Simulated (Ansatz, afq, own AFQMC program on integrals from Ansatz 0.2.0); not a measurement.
Two steps: Ansatz 0.2.0 writes the Fock matrix and Cholesky factors of the valence space, and afq projects on them the lowest state that overlaps trial and start.

```yaml
crystal:
  periodic: [false, false, false]
  atoms:
    - {symbol: Al, position_ang: [0.000000, -0.116910, 0.689663]}
    - {symbol: N, position_ang: [0.000000, 0.120104, -1.440643]}
    - {symbol: H, position_ang: [0.000000, 1.460558, 1.558109]}
basis:
  gaussian: {orbitals: cc-pVDZ}
magnetization: {spin_polarized: false, initial_magnetization: 3}
correlation: {method: ccsd_t, electrons: outside_noble_gas, hamiltonian_folder: ham}
```

```sh
$ ansatz run in.yaml --threads 1 --pin off --events-out ev --progress --plain --max-ram 1382MiB
```

afq runs on the folder ham with

```
--method phaseless --trial cisd --walkers 60 --populations 1 --least-time 40 --time-step 0.005 --steps-per-block 50 --equilibration-blocks 28 --max-blocks 300 --target-error 0.00036 --factor-cut 1e-05 --start spin_pure --seed 3720 --release-times 0.24,0.51,0.99,1.62,2.4 --release-step 0.03 --release-every 4 --taylor-order 6
```

Times are imaginary, in 1/Eh. The walk had a cap of 671 s.

Log:

```
orbitals 31  electrons 6 3  factors 216 of 360
reference energy -296.82967215 Eh
CCSD correlation -0.18540550 Eh in 17 cycles, weight of the determinant in the CISD state 0.8713
energy of the start -297.015077 Eh
 block  time / (1/Eh)  mean weight  energy / Eh
     1     0.250  0.9987  -297.013034
     2     0.500  0.9986  -297.013594
     3     0.750  1.0000  -297.014325
     4     1.000  1.0003  -297.016365
     5     1.250  0.9981  -297.016509
     9     2.250  0.9977  -297.021309
    33     8.250  1.0004  -297.029009
    65    16.250  0.9989  -297.023742
    73    18.250  1.0012  -297.031788
    97    24.250  1.0003  -297.016837
   129    32.250  0.9993  -297.012865
   161    40.250  0.9992  -297.019648
   169    42.250  1.0001  -297.007917
   193    48.250  0.9994  -297.025863
   225    56.250  1.0013  -297.021241
   257    64.250  0.9985  -297.020953
   289    72.250  1.0000  -297.025612
   321    80.250  1.0008  -297.020166
blocks merged  error / Eh  count
     1  0.000217  300
     2  0.000275  150
     4  0.000324  75
     8  0.000352  37
    16  0.000413  18
    32  0.000334  9
released: time / (1/Eh)  energy / Eh  error  mean overlap
  0.24  -297.021138  0.000293  1.0050
  0.51  -297.021197  0.000394  0.9990
  0.99  -297.021784  0.000353  0.9947
  1.62  -297.021753  0.000430  0.9867
  2.40  -297.022489  0.000525  0.9670
energy -297.021069 +/- 0.000413 Eh
(rows thinned)
```

The run passed its tests (sampling time, drift between the halves within three errors, error under three times the target), which doesn't prove that it has relaxed.

Against this walk (error 11.3 meV) on the same determinant: CCSD(T) 25.9 meV higher, CCSDT(Q) 19.9 meV lower (within the noise). The error is statistical and leaves out the bias of the constraint. Released to 2.40 1/Eh the energy lies 39 ± 18 meV (both errors) below the phaseless value, which shows part or all of the bias of the constraint, and CCSDT(Q) lies 18.7 meV above the released value.

Cautions: constraint bias not in the error; error above the target (11.3 against 9.8 meV); lower spins were not checked; higher spins were not checked; a spin-contaminated unrestricted determinant lies lower (UHF 340 meV lower, ⟨S²⟩ 3.84); raised T1 diagnostic (T1 0.046, weight of the determinant 0.87, largest double 0.04); the bias of populations of 60 walkers isn't removed.

The walk took 4.9 min on 1 thread of Arm Neoverse V1, on a shared host. The log's last line is the phaseless energy.

CCSDT and higher add their correlation energy to the determinant of the CCSD(T) run, since their own runs factorise the integrals more tightly (a shift of under 2 meV). A walk keeps the symmetry of its determinant, which the program's search chose and which needn't be the lowest solution, so a lower state of the same spin and another symmetry isn't excluded.
